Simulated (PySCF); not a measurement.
Simulated P 2p region for phosphorus tetramer (`p12p3p1p23`), binding energy against the vacuum level.

Every computed line was given a Gaussian of 0.8 eV full width at half maximum and an area set by the number of equivalent atoms (split 2:1 within a doublet); the highest printed point is 100. The calculation used delta-SCF UKS SCAN, pcX-2 on the ionised atom, pcseg-1 elsewhere, spin-free X2C in PySCF.

```
binding energy (eV)  intensity
              135.5          0
              135.6          1
              135.7          3
              135.8          5
              135.9         10
              136.0         19
              136.1         31
              136.2         46
              136.3         63
              136.4         80
              136.5         93
              136.6        100
              136.7         99
              136.8         92
              136.9         80
              137.0         69
              137.1         61
              137.2         56
              137.3         54
              137.4         54
              137.5         53
              137.6         49
              137.7         43
              137.8         34
              137.9         25
              138.0         17
              138.1         11
              138.2          6
              138.3          3
              138.4          2
              138.5          1
              138.6          0
              138.7          0
```

Q: Count the maxima, the lines and the sites behind this envelope.

A: The curve has 1 maximum (at 136.6 eV). Under it lie 2 lines from 1 inequivalent phosphorus site, drawn as a 2p3/2, 2p1/2 pair. At this width some lines have no maximum of their own.

Q: Decompose the envelope and assign each component. Numbering: `[p:1]12[p:2]3[p:3]1[p:4]23`.

A: 
| position (eV) | relative area | line | atoms | environment |
| --- | --- | --- | --- | --- |
| 136.62 | 2.67 | P 2p3/2 | P1/P2/P3/P4 | ring phosphorus |
| 137.51 | 1.33 | P 2p1/2 | P1/P2/P3/P4 | ring phosphorus |

Q: What are the centre and the root-mean-square width of the whole band?

A: The area-weighted mean of the lines is 136.92 eV. Their own spread about it is 0.42 eV (rms) and each Gaussian has σ = 0.8/2.355 = 0.34 eV; the variances add, which gives 0.54 eV.

The curve has no shake-up lines and no vibrational structure. Atoms equivalent by their bonding share one computed value, that of the first of them. 2p3/2 and 2p1/2 are the ΔSCF energy of one spin-free 2p hole plus the eigenvalues of a spin–orbit and ligand-field matrix of the shell. 2p1/2 minus 2p3/2 (ligand field included): P 0.89 eV. Geometry: PBE0-D3(BJ)/def2-SVP; no solvent, vibrations or thermal averaging.

The run took 4.5 s on an Intel Xeon Platinum 8375C at 2.90 GHz with one thread (shared host), and the process peaked at 0.48 GiB of memory.
